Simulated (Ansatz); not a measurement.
# CH3NS: the cost of one run

Program: Ansatz 0.2.0. Level of theory: the levels named in each step. These are calculated values, not measurements.

**1. The starting structure**

Bond lengths: N1–C2 1.241 Å, C2–S3 1.786 Å, N1–H4 1.015 Å, C2–H5 1.081 Å, S3–H6 1.330 Å. Angles: N1–C2–S3 127.6°, N1–C2–H5 119.2°, S3–C2–H5 113.2°, C2–N1–H4 117.5°, C2–S3–H6 96.6°.

As a file:

```xyz
6

N    -1.6702    0.3969   -0.0913
C    -0.4584    0.6617   -0.1135
S     0.9078   -0.4698    0.0904
H    -1.9367   -0.5712    0.0590
H    -0.1447    1.6835   -0.2720
H     1.8755    0.4331   -0.0411
```

**2. A rough first relaxation, PBE-D4/def2-SVP**

This run stands in another session on the same molecule. It ended at:

```xyz
6

N    -1.7113    0.4084   -0.0942
C    -0.4653    0.6700   -0.1156
S     0.8882   -0.4881    0.0921
H    -1.8970   -0.5984    0.0649
H    -0.1315    1.7169   -0.2769
H     1.8901    0.4253   -0.0388
```

**3. Relaxation, PBE0-D4/def2-TZVPP**

input.yaml

```yaml
crystal:
  periodic: [false, false, false]
  atoms:
    - { symbol: "N", position_ang: [-1.71133284, 0.4083577, -0.09423068] }
    - { symbol: C, position_ang: [-0.4652809, 0.67004675, -0.11562631] }
    - { symbol: S, position_ang: [0.88822947, -0.48807519, 0.09210549] }
    - { symbol: H, position_ang: [-1.89696666, -0.59839613, 0.06486536] }
    - { symbol: H, position_ang: [-0.13149201, 1.71693618, -0.27693892] }
    - { symbol: H, position_ang: [1.89006293, 0.4252907, -0.03881494] }
basis:
  gaussian: { orbitals: def2-TZVPP }
hamiltonian:
  xc: pbe0
  dispersion: d4
relax:
  f_tol: 0.002
  max_steps: 150
```

Started as:

```bash
$ ansatz run input.yaml --threads 4 --pin off --max-ram 10240MiB --backend cpu --events-out ev --progress --plain --runs-dir out
```

What time and memory should one allow on 4 threads of Intel Xeon Platinum 8488C (Sapphire Rapids), shared host?

About 6.5 s, with a peak of 0.28 GiB.
